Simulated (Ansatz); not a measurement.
A short molecular-dynamics run on `N#CO`.

```yaml
crystal:
  periodic: [false, false, false]
  atoms:
    - {symbol: N, position_ang: [-1.328153, -0.179499, 0.880489]}
    - {symbol: C, position_ang: [-0.418574, 0.056646, 0.212936]}
    - {symbol: O, position_ang: [0.569586, 0.382596, -0.549776]}
    - {symbol: H, position_ang: [1.232742, -0.320142, -0.563949]}
basis:
  gaussian: {orbitals: def2-SVP}
hamiltonian: {xc: {name: revPBE}, dispersion: d4}
md: {timestep: 1 fs, n_steps: 50, ensemble: nvt_nose_hoover, temperature: 1500, initial_velocities: maxwell_boltzmann, seed: 761}
```

```sh
$ ansatz run in.yaml --threads 2 --pin off --events-out ev --progress --plain --max-ram 32768MiB --backend cpu
```

```csv
step,time (fs),potential energy (eV),kinetic (eV),T (K),conserved (eV)
0,0.0,-4584.4068,0.3878,1500,-4584.0190
1,1.0,-4584.4249,0.4046,1565,-4584.0203
2,2.0,-4584.4235,0.4029,1559,-4584.0206
3,3.0,-4584.3985,0.3789,1465,-4584.0197
4,4.0,-4584.3634,0.3448,1334,-4584.0186
5,5.0,-4584.3341,0.3157,1221,-4584.0184
6,6.0,-4584.3153,0.2964,1147,-4584.0189
7,7.0,-4584.2999,0.2805,1085,-4584.0194
8,8.0,-4584.2791,0.2595,1004,-4584.0197
9,9.0,-4584.2485,0.2289,886,-4584.0197
10,10.0,-4584.2067,0.1872,724,-4584.0197
11,11.0,-4584.1548,0.1360,526,-4584.0190
12,12.0,-4584.1021,0.0844,327,-4584.0180
13,13.0,-4584.0642,0.0472,183,-4584.0174
14,14.0,-4584.0506,0.0333,129,-4584.0176
15,15.0,-4584.0573,0.0392,152,-4584.0185
16,16.0,-4584.0718,0.0532,206,-4584.0191
17,17.0,-4584.0849,0.0664,257,-4584.0191
18,18.0,-4584.0963,0.0781,302,-4584.0189
19,19.0,-4584.1083,0.0902,349,-4584.0189
20,20.0,-4584.1213,0.1035,400,-4584.0188
21,21.0,-4584.1382,0.1210,468,-4584.0184
22,22.0,-4584.1639,0.1469,568,-4584.0184
23,23.0,-4584.1978,0.1806,699,-4584.0191
24,24.0,-4584.2298,0.2122,821,-4584.0200
25,25.0,-4584.2469,0.2297,888,-4584.0202
26,26.0,-4584.2471,0.2314,895,-4584.0192
27,27.0,-4584.2447,0.2309,893,-4584.0180
28,28.0,-4584.2576,0.2448,947,-4584.0177
29,29.0,-4584.2909,0.2782,1076,-4584.0183
30,30.0,-4584.3354,0.3226,1248,-4584.0192
31,31.0,-4584.3766,0.3642,1409,-4584.0199
32,32.0,-4584.4036,0.3921,1517,-4584.0202
33,33.0,-4584.4129,0.4027,1558,-4584.0199
34,34.0,-4584.4077,0.3993,1545,-4584.0194
35,35.0,-4584.3964,0.3897,1507,-4584.0189
36,36.0,-4584.3860,0.3803,1471,-4584.0191
37,37.0,-4584.3744,0.3692,1428,-4584.0197
38,38.0,-4584.3526,0.3483,1347,-4584.0199
39,39.0,-4584.3160,0.3130,1211,-4584.0196
40,40.0,-4584.2688,0.2674,1034,-4584.0190
41,41.0,-4584.2196,0.2194,848,-4584.0186
42,42.0,-4584.1752,0.1759,680,-4584.0183
43,43.0,-4584.1405,0.1421,550,-4584.0179
44,44.0,-4584.1204,0.1227,475,-4584.0177
45,45.0,-4584.1177,0.1202,465,-4584.0180
46,46.0,-4584.1277,0.1300,503,-4584.0187
47,47.0,-4584.1405,0.1429,553,-4584.0191
48,48.0,-4584.1506,0.1538,595,-4584.0189
49,49.0,-4584.1601,0.1642,635,-4584.0187
50,50.0,-4584.1724,0.1772,686,-4584.0188
```

Velocities are drawn at the set temperature; a run this short doesn't reach equilibrium.

Frames (Å, forces in eV/Å):

```xyz
4
time=0.0 fs
N    -1.328   -0.179    0.880   -2.397   -0.606    1.750
C    -0.419    0.057    0.213    1.726    0.357   -1.218
O     0.570    0.383   -0.550    0.244    0.718   -0.533
H     1.233   -0.320   -0.564    0.427   -0.470    0.000
4
time=1.0 fs
N    -1.337   -0.182    0.875   -1.352   -0.328    1.069
C    -0.403    0.062    0.226    0.367   -0.012   -0.396
O     0.565    0.381   -0.555    0.702    0.624   -0.668
H     1.234   -0.323   -0.574    0.283   -0.284   -0.004
4
time=2.0 fs
N    -1.346   -0.185    0.871   -0.147   -0.005    0.352
C    -0.387    0.067    0.239   -1.120   -0.418    0.457
O     0.561    0.380   -0.560    1.246    0.402   -0.808
H     1.238   -0.328   -0.585    0.020    0.021   -0.001
4
time=3.0 fs
N    -1.356   -0.188    0.867    0.975    0.300   -0.241
C    -0.372    0.072    0.252   -2.413   -0.773    1.115
O     0.558    0.379   -0.566    1.658    0.181   -0.882
H     1.242   -0.334   -0.595   -0.220    0.292    0.008
4
time=4.0 fs
N    -1.365   -0.190    0.863    1.853    0.542   -0.628
C    -0.359    0.076    0.267   -3.295   -1.017    1.435
O     0.556    0.378   -0.572    1.777    0.050   -0.825
H     1.244   -0.336   -0.606   -0.335    0.424    0.018
4
time=5.0 fs
N    -1.372   -0.193    0.858    2.409    0.701   -0.792
C    -0.348    0.080    0.282   -3.671   -1.125    1.368
O     0.555    0.378   -0.579    1.549    0.048   -0.603
H     1.243   -0.335   -0.616   -0.287    0.376    0.028
4
time=6.0 fs
N    -1.378   -0.195    0.852    2.618    0.769   -0.751
C    -0.341    0.082    0.299   -3.545   -1.099    0.941
O     0.555    0.377   -0.586    1.018    0.165   -0.226
H     1.239   -0.330   -0.626   -0.091    0.166    0.036
4
time=7.0 fs
N    -1.383   -0.196    0.847    2.489    0.746   -0.536
C    -0.336    0.084    0.316   -2.984   -0.961    0.232
O     0.555    0.376   -0.593    0.318    0.344    0.256
H     1.234   -0.323   -0.635    0.177   -0.129    0.047
4
time=8.0 fs
N    -1.385   -0.197    0.840    2.056    0.640   -0.189
C    -0.334    0.085    0.333   -2.094   -0.739   -0.649
O     0.556    0.376   -0.600   -0.348    0.470    0.769
H     1.231   -0.318   -0.645    0.386   -0.371    0.069
4
time=9.0 fs
N    -1.386   -0.197    0.834    1.386    0.470    0.240
C    -0.333    0.085    0.350   -1.002   -0.468   -1.587
O     0.556    0.376   -0.607   -0.791    0.425    1.239
H     1.232   -0.316   -0.653    0.408   -0.427    0.108
4
time=10.0 fs
N    -1.386   -0.197    0.828    0.588    0.263    0.689
C    -0.333    0.085    0.366    0.137   -0.184   -2.471
O     0.556    0.376   -0.612   -0.942    0.186    1.621
H     1.236   -0.318   -0.661    0.217   -0.265    0.162
4
time=11.0 fs
N    -1.386   -0.197    0.822   -0.183    0.061    1.088
C    -0.333    0.085    0.379    1.150    0.072   -3.205
O     0.556    0.376   -0.617   -0.882   -0.149    1.901
H     1.243   -0.323   -0.666   -0.084    0.017    0.216
4
time=12.0 fs
N    -1.386   -0.196    0.817   -0.755   -0.089    1.372
C    -0.333    0.085    0.390    1.858    0.255   -3.715
O     0.555    0.376   -0.621   -0.755   -0.439    2.087
H     1.249   -0.327   -0.670   -0.348    0.273    0.256
4
time=13.0 fs
N    -1.386   -0.196    0.813   -0.984   -0.150    1.497
C    -0.330    0.085    0.398    2.125    0.333   -3.957
O     0.553    0.376   -0.624   -0.672   -0.581    2.191
H     1.251   -0.329   -0.672   -0.469    0.399    0.269
4
time=14.0 fs
N    -1.387   -0.196    0.811   -0.814   -0.106    1.455
C    -0.326    0.085    0.403    1.898    0.291   -3.926
O     0.551    0.376   -0.625   -0.682   -0.538    2.219
H     1.249   -0.327   -0.671   -0.402    0.354    0.253
4
time=15.0 fs
N    -1.389   -0.196    0.809   -0.292    0.029    1.272
C    -0.321    0.086    0.405    1.231    0.143   -3.653
O     0.549    0.375   -0.625   -0.771   -0.328    2.169
H     1.243   -0.322   -0.667   -0.168    0.156    0.211
4
time=16.0 fs
N    -1.391   -0.196    0.808    0.448    0.218    1.004
C    -0.314    0.087    0.404    0.262   -0.075   -3.190
O     0.546    0.374   -0.623   -0.863   -0.029    2.034
H     1.236   -0.315   -0.661    0.153   -0.114    0.153
4
time=17.0 fs
N    -1.392   -0.196    0.807    1.241    0.418    0.708
C    -0.307    0.087    0.400   -0.836   -0.324   -2.602
O     0.542    0.373   -0.620   -0.825    0.228    1.800
H     1.230   -0.310   -0.654    0.420   -0.322    0.093
4
time=18.0 fs
N    -1.393   -0.195    0.807    1.935    0.588    0.439
C    -0.301    0.088    0.394   -1.900   -0.565   -1.950
O     0.538    0.372   -0.617   -0.533    0.319    1.467
H     1.228   -0.307   -0.646    0.498   -0.341    0.044
4
time=19.0 fs
N    -1.392   -0.195    0.808    2.419    0.701    0.236
C    -0.297    0.088    0.387   -2.798   -0.772   -1.297
O     0.534    0.372   -0.612    0.025    0.224    1.051
H     1.230   -0.308   -0.638    0.354   -0.153    0.010
4
time=20.0 fs
N    -1.390   -0.193    0.808    2.623    0.740    0.128
C    -0.294    0.087    0.378   -3.429   -0.920   -0.709
O     0.530    0.371   -0.607    0.720    0.042    0.593
H     1.236   -0.310   -0.629    0.086    0.138   -0.011
4
time=21.0 fs
N    -1.386   -0.191    0.809    2.505    0.695    0.136
C    -0.295    0.086    0.369   -3.713   -0.989   -0.254
O     0.526    0.371   -0.601    1.369   -0.093    0.143
H     1.243   -0.311   -0.621   -0.160    0.387   -0.024
4
time=22.0 fs
N    -1.380   -0.189    0.810    2.045    0.565    0.278
C    -0.298    0.083    0.360   -3.593   -0.963    0.004
O     0.523    0.370   -0.595    1.826   -0.098   -0.250
H     1.249   -0.308   -0.613   -0.278    0.496   -0.031
4
time=23.0 fs
N    -1.372   -0.186    0.811    1.245    0.351    0.566
C    -0.304    0.080    0.351   -3.034   -0.831    0.014
O     0.521    0.370   -0.590    2.013    0.051   -0.547
H     1.252   -0.300   -0.605   -0.223    0.430   -0.033
4
time=24.0 fs
N    -1.364   -0.183    0.812    0.144    0.066    1.001
C    -0.313    0.077    0.342   -2.061   -0.599   -0.238
O     0.521    0.369   -0.584    1.926    0.324   -0.736
H     1.252   -0.288   -0.597   -0.009    0.210   -0.027
4
time=25.0 fs
N    -1.356   -0.180    0.814   -1.146   -0.261    1.548
C    -0.323    0.072    0.332   -0.791   -0.296   -0.704
O     0.521    0.369   -0.579    1.650    0.643   -0.832
H     1.253   -0.275   -0.590    0.287   -0.085   -0.012
4
time=26.0 fs
N    -1.348   -0.177    0.817   -2.417   -0.577    2.124
C    -0.335    0.068    0.322    0.540    0.014   -1.261
O     0.523    0.369   -0.575    1.358    0.888   -0.876
H     1.256   -0.262   -0.583    0.519   -0.324    0.012
4
time=27.0 fs
N    -1.342   -0.175    0.822   -3.389   -0.815    2.590
C    -0.345    0.064    0.311    1.604    0.252   -1.720
O     0.525    0.369   -0.571    1.242    0.949   -0.914
H     1.264   -0.252   -0.575    0.542   -0.386    0.045
4
time=28.0 fs
N    -1.339   -0.173    0.828   -3.793   -0.913    2.788
C    -0.355    0.059    0.299    2.089    0.346   -1.885
O     0.528    0.370   -0.568    1.379    0.818   -0.979
H     1.278   -0.245   -0.567    0.324   -0.251    0.076
4
time=29.0 fs
N    -1.338   -0.172    0.836   -3.507   -0.848    2.609
C    -0.362    0.055    0.285    1.851    0.269   -1.635
O     0.532    0.372   -0.565    1.677    0.596   -1.071
H     1.295   -0.242   -0.559   -0.020   -0.016    0.097
4
time=30.0 fs
N    -1.339   -0.171    0.846   -2.627   -0.648    2.058
C    -0.368    0.052    0.269    0.991    0.056   -0.994
O     0.537    0.374   -0.563    1.958    0.407   -1.168
H     1.311   -0.238   -0.549   -0.323    0.186    0.104
4
time=31.0 fs
N    -1.343   -0.171    0.858   -1.409   -0.378    1.246
C    -0.374    0.048    0.253   -0.191   -0.213   -0.114
O     0.543    0.376   -0.562    2.066    0.325   -1.231
H     1.324   -0.233   -0.539   -0.465    0.266    0.099
4
time=32.0 fs
N    -1.347   -0.171    0.870   -0.147   -0.106    0.337
C    -0.379    0.044    0.237   -1.347   -0.453    0.790
O     0.550    0.378   -0.561    1.900    0.361   -1.220
H     1.333   -0.225   -0.527   -0.406    0.197    0.094
4
time=33.0 fs
N    -1.351   -0.171    0.883    0.937    0.120   -0.520
C    -0.386    0.040    0.221   -2.201   -0.598    1.531
O     0.559    0.381   -0.561    1.438    0.476   -1.111
H     1.338   -0.215   -0.515   -0.174    0.002    0.099
4
time=34.0 fs
N    -1.355   -0.171    0.895    1.723    0.274   -1.221
C    -0.395    0.035    0.207   -2.604   -0.618    2.000
O     0.568    0.384   -0.562    0.754    0.591   -0.899
H     1.342   -0.205   -0.502    0.127   -0.247    0.121
4
time=35.0 fs
N    -1.358   -0.171    0.907    2.176    0.352   -1.716
C    -0.405    0.030    0.194   -2.530   -0.516    2.166
O     0.578    0.387   -0.563    0.018    0.595   -0.602
H     1.346   -0.197   -0.487    0.336   -0.432    0.152
4
time=36.0 fs
N    -1.359   -0.170    0.917    2.308    0.361   -1.984
C    -0.418    0.024    0.183   -2.036   -0.313    2.056
O     0.588    0.391   -0.565   -0.587    0.403   -0.245
H     1.354   -0.194   -0.471    0.315   -0.451    0.174
4
time=37.0 fs
N    -1.358   -0.170    0.926    2.160    0.311   -2.031
C    -0.432    0.018    0.173   -1.230   -0.042    1.725
O     0.598    0.395   -0.567   -0.989    0.025    0.141
H     1.365   -0.195   -0.453    0.059   -0.294    0.164
4
time=38.0 fs
N    -1.356   -0.169    0.934    1.790    0.218   -1.880
C    -0.447    0.012    0.165   -0.231    0.264    1.239
O     0.607    0.399   -0.569   -1.258   -0.429    0.517
H     1.377   -0.198   -0.434   -0.300   -0.053    0.123
4
time=39.0 fs
N    -1.353   -0.168    0.940    1.270    0.098   -1.573
C    -0.463    0.007    0.158    0.838    0.576    0.663
O     0.615    0.402   -0.570   -1.511   -0.830    0.840
H     1.385   -0.202   -0.413   -0.598    0.156    0.070
4
time=40.0 fs
N    -1.349   -0.167    0.945    0.690   -0.030   -1.176
C    -0.478    0.001    0.151    1.859    0.869    0.072
O     0.622    0.406   -0.571   -1.826   -1.090    1.077
H     1.388   -0.205   -0.392   -0.724    0.251    0.027
4
time=41.0 fs
N    -1.344   -0.166    0.950    0.151   -0.148   -0.777
C    -0.491   -0.003    0.145    2.720    1.122   -0.448
O     0.629    0.408   -0.571   -2.226   -1.179    1.208
H     1.384   -0.205   -0.371   -0.645    0.205    0.017
4
time=42.0 fs
N    -1.340   -0.165    0.954   -0.251   -0.237   -0.473
C    -0.502   -0.007    0.138    3.322    1.316   -0.806
O     0.633    0.410   -0.571   -2.679   -1.115    1.233
H     1.374   -0.204   -0.349   -0.391    0.036    0.047
4
time=43.0 fs
N    -1.335   -0.164    0.957   -0.446   -0.286   -0.347
C    -0.511   -0.010    0.130    3.596    1.440   -0.926
O     0.637    0.411   -0.570   -3.092   -0.971    1.171
H     1.360   -0.202   -0.327   -0.058   -0.183    0.102
4
time=44.0 fs
N    -1.331   -0.163    0.961   -0.412   -0.291   -0.440
C    -0.516   -0.011    0.122    3.525    1.489   -0.772
O     0.638    0.412   -0.568   -3.325   -0.862    1.071
H     1.345   -0.201   -0.304    0.212   -0.336    0.141
4
time=45.0 fs
N    -1.327   -0.163    0.964   -0.181   -0.259   -0.735
C    -0.519   -0.011    0.113    3.146    1.467   -0.363
O     0.638    0.412   -0.565   -3.261   -0.890    0.987
H     1.333   -0.204   -0.279    0.296   -0.318    0.111
4
time=46.0 fs
N    -1.323   -0.162    0.966    0.173   -0.201   -1.166
C    -0.520   -0.011    0.103    2.537    1.383    0.231
O     0.635    0.411   -0.562   -2.897   -1.062    0.942
H     1.323   -0.210   -0.253    0.187   -0.120   -0.008
4
time=47.0 fs
N    -1.319   -0.162    0.968    0.560   -0.132   -1.640
C    -0.518   -0.009    0.094    1.794    1.249    0.917
O     0.631    0.410   -0.558   -2.345   -1.279    0.902
H     1.315   -0.218   -0.228   -0.009    0.162   -0.179
4
time=48.0 fs
N    -1.315   -0.162    0.969    0.896   -0.067   -2.065
C    -0.515   -0.006    0.086    1.007    1.079    1.598
O     0.625    0.408   -0.554   -1.743   -1.415    0.806
H     1.307   -0.223   -0.204   -0.160    0.403   -0.339
4
time=49.0 fs
N    -1.310   -0.162    0.968    1.115   -0.018   -2.361
C    -0.511   -0.002    0.079    0.250    0.890    2.192
O     0.618    0.405   -0.549   -1.185   -1.387    0.602
H     1.298   -0.225   -0.183   -0.181    0.515   -0.434
4
time=50.0 fs
N    -1.304   -0.162    0.965    1.169    0.005   -2.472
C    -0.507    0.003    0.073   -0.411    0.695    2.636
O     0.611    0.402   -0.544   -0.713   -1.171    0.272
H     1.286   -0.222   -0.166   -0.045    0.471   -0.435
```

Run time 36 s (2 threads of an AMD EPYC 7R13 on a shared host); peak host memory 0.1 GiB.
